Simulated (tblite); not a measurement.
C₄H₁₂P₂.
SMILES with atom numbers: `[CH3:1][CH:2]([CH3:3])[PH:4][CH2:5][PH2:6]` (hydrogens: H7, H8, H9 on C1; H10 on C2; H11, H12, H13 on C3; H14 on P4; H15, H16 on C5; H17, H18 on P6)

Computed with GFN2-xTB (tblite), gas phase: L-BFGS steps from a force-field or distance-geometry start until the largest atomic force falls under 0.01 eV/Å.

Step 9: E = -536.0158 eV
```
atom  x, y, z in Å  |  force x, y, z in eV/Å
C1     -1.4226    0.5003    1.0506    0.005  -0.012   0.000
C2     -0.9870   -0.2455   -0.2080   -0.035  -0.008   0.008
C3     -2.0836   -0.1970   -1.2691    0.016  -0.004   0.003
P4      0.5890    0.5134   -0.8911    0.003   0.071  -0.048
C5      1.8097   -0.2276    0.3042   -0.020  -0.004   0.016
P6      3.5834    0.0046   -0.2002    0.033   0.012  -0.022
H7     -2.3492    0.0770    1.4365    0.010   0.012   0.000
H8     -1.5910    1.5536    0.8306    0.005  -0.015  -0.010
H9     -0.6659    0.4283    1.8301   -0.008   0.010   0.000
H10    -0.7841   -1.2927    0.0479    0.016  -0.034   0.006
H11    -2.9995   -0.6417   -0.8823    0.008   0.002  -0.001
H12    -1.7870   -0.7455   -2.1616    0.015   0.006  -0.007
H13    -2.2978    0.8312   -1.5543    0.023   0.010   0.006
H14     0.7826   -0.4718   -1.8732   -0.026  -0.016   0.007
H15     1.6301   -1.2977    0.4487   -0.022  -0.018   0.021
H16     1.6927    0.2678    1.2734    0.004  -0.005   0.038
H17     3.4125   -0.3968   -1.5255   -0.006  -0.014  -0.022
H18     3.4591    1.3464   -0.5551   -0.020   0.007   0.005
```

Step 10: E = -536.0162 eV
```
atom  x, y, z in Å  |  force x, y, z in eV/Å
C1     -1.4227    0.5000    1.0507    0.009  -0.018  -0.011
C2     -0.9873   -0.2462   -0.2071    0.000  -0.006  -0.011
C3     -2.0824   -0.1968   -1.2693    0.017  -0.007   0.010
P4      0.5892    0.5146   -0.8898   -0.014   0.049  -0.049
C5      1.8087   -0.2276    0.3058   -0.004  -0.003   0.005
P6      3.5830    0.0046   -0.2011    0.021   0.000  -0.016
H7     -2.3491    0.0776    1.4365   -0.003   0.006   0.010
H8     -1.5905    1.5526    0.8283    0.003  -0.005  -0.004
H9     -0.6655    0.4281    1.8292   -0.005   0.012   0.011
H10    -0.7813   -1.2937    0.0471    0.001  -0.019   0.008
H11    -2.9982   -0.6409   -0.8829   -0.010  -0.007   0.003
H12    -1.7862   -0.7453   -2.1617    0.019   0.008  -0.009
H13    -2.2964    0.8317   -1.5533    0.025   0.013   0.000
H14     0.7790   -0.4726   -1.8711   -0.016  -0.006   0.008
H15     1.6278   -1.2981    0.4481   -0.016  -0.002   0.030
H16     1.6928    0.2689    1.2751    0.006  -0.020   0.024
H17     3.4129   -0.3964   -1.5271   -0.012  -0.013  -0.012
H18     3.4574    1.3460   -0.5557   -0.020   0.016   0.004
```

**Question.** Estimate the geometry and energy of step 11. (The exact step hangs on the optimiser's Hessian estimate; all steps are aligned on step 10, rigid shifts and turns removed.)

**Answer.** E = -536.0165 eV, largest force 0.037 eV/Å
```
atom  x, y, z in Å  |  force x, y, z in eV/Å
C1     -1.4227    0.4995    1.0506    0.008  -0.015  -0.012
C2     -0.9874   -0.2468   -0.2067    0.026  -0.005  -0.018
C3     -2.0815   -0.1968   -1.2694    0.011  -0.006   0.008
P4      0.5890    0.5162   -0.8899   -0.018   0.013  -0.029
C5      1.8080   -0.2276    0.3068    0.007   0.003  -0.006
P6      3.5831    0.0047   -0.2019    0.000  -0.006  -0.010
H7     -2.3491    0.0782    1.4367   -0.009   0.002   0.013
H8     -1.5901    1.5518    0.8267    0.002   0.000   0.000
H9     -0.6653    0.4283    1.8289   -0.003   0.012   0.016
H10    -0.7795   -1.2947    0.0468   -0.006  -0.003   0.006
H11    -2.9974   -0.6405   -0.8833   -0.015  -0.009   0.002
H12    -1.7853   -0.7450   -2.1620    0.018   0.009  -0.008
H13    -2.2950    0.8321   -1.5527    0.025   0.009  -0.001
H14     0.7765   -0.4733   -1.8696   -0.008   0.003   0.005
H15     1.6260   -1.2985    0.4483   -0.011   0.014   0.029
H16     1.6930    0.2691    1.2766    0.008  -0.028   0.009
H17     3.4129   -0.3964   -1.5283   -0.015  -0.011  -0.005
H18     3.4559    1.3460   -0.5561   -0.018   0.017   0.002
```

The energy changes by -0.0003 eV. The first-order estimate −F·Δx gives -0.0004 eV and the mean of the old and new forces, exact on a quadratic surface, -0.0003 eV. The step makes an angle of 57° with the force vector and moves no atom by more than 0.003 Å.

The cost below is that of the whole relaxation. The run took 0.26 s of wall time on Arm Neoverse V1, one thread, no GPU, on a shared host.
